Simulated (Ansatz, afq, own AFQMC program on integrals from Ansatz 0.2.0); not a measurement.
CH2B, doublet → CH$_{2}$B⁻, singlet

```xyz
4

B     0.0000    0.0000    0.8265
C     0.0000    0.0000   -0.5553
H     0.0000   -0.9252   -1.1237
H     0.0000    0.9252   -1.1237
```

Connectivity, by distances: B–CH2.

E(singlet, charge -1) − E(doublet, charge +0) at this geometry, on ROHF and RHF determinants.

Basis aug-cc-pVDZ. Only valence electrons are correlated. Integrals, coupled cluster, full CI and functionals: Ansatz 0.2.0; the random walks run on the same integrals in our own AFQMC program. The CISD trial takes its coefficients from CCSD amplitudes. Released means that phaseless walkers are propagated on without the constraint, phases kept. Uncertainties: one standard error, sampling alone. The errors of all members are added in quadrature.

No full CI on the walks' own integrals is used here; CCSDT(Q) serves as the reference and is uncertain by about the last step of the cluster series. Each member takes its own surest rung, up to full CI.

Errors are counted within aug-cc-pVDZ, not against nature.

Cautions: CH₂B (doublet): a spin-contaminated unrestricted determinant lies lower (UHF 152 meV lower, ⟨S²⟩ 0.91), its ph-AFQMC/CISD value lies 24 ± 4 meV above CCSDT(Q); CH₂B⁻ (singlet): restricted determinant unstable towards unrestricted (UHF 5 meV lower, ⟨S²⟩ 0.10).

| level | vertical energy of electron attachment (eV) |
| --- | --- |
| CCSD | -1.504 |
| MP2 | -1.456 |

Q: From these cheaper values, estimate the vertical energy of electron attachment at the reference level in aug-cc-pVDZ.

A: -1.565 eV (CCSDT(Q) in aug-cc-pVDZ).

| level | vertical energy of electron attachment (eV) | error against CCSDT(Q) (eV) |
| --- | --- | --- |
| HF | -0.594 | 0.971 |
| CCSD(T) | -1.561 | 0.004 |
| CCSDT | -1.559 | 0.006 |
| ph-AFQMC/CISD | -1.575 ± 0.006 | -0.010 ± 0.006 |
| released AFQMC | -1.572 ± 0.006 | -0.007 ± 0.006 |

Correlation beyond CCSD(T) takes off 0.004 eV. The perturbative (T) step is worth −0.057 eV.

A walk keeps the symmetry of its determinant, which the program's search chose and which needn't be the lowest solution, so a lower state of the same spin and another symmetry isn't excluded. Released energies are given only where the last usable release times agree within the noise; a slower fall can still hide under it.
